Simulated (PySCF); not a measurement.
Coordinates in bohr (charge 0 multiplicity 1):
```
S     0.0000    0.0000   -0.3503
O     0.0000    2.3632   -1.5803
O     0.0000   -2.3632   -1.5803
F     2.1723    0.0000    1.6254
F    -2.1723    0.0000    1.6254
```

Computed with B3LYP/[S def2-TZVP, O def2-TZVP, F def2-TZVP], no relativity, density fitting, PySCF.

This geometry of SO₂F₂ is a stationary point at this level.

**Question.** What is the point group?

**Answer.** C2v.

**Question.** Is it a minimum?

**Answer.** Yes: all harmonic wavenumbers are real.

**Question.** List the harmonic modes with their infrared intensities.

**Answer.** 
```
symmetry  ω (cm⁻¹)  IR (km/mol)
      a1       372          0.0
      a2       372          0.0
      b2       524         19.6
      b1       528         31.8
      a1       537         25.2
      a1       824          129
      b2       860          253
      a1      1263          167
      b1      1499          279
```

**Question.** What are the dipole moment and the gap between the highest occupied and lowest empty levels?

**Answer.** 1.03 D and 10.01 eV.

In C2v the vibrations span 4a1 + a2 + 2b2 + 2b1. The a2 mode carries no infrared intensity, as symmetry demands.

Only a few start shapes were tried, so a lower isomer may exist.
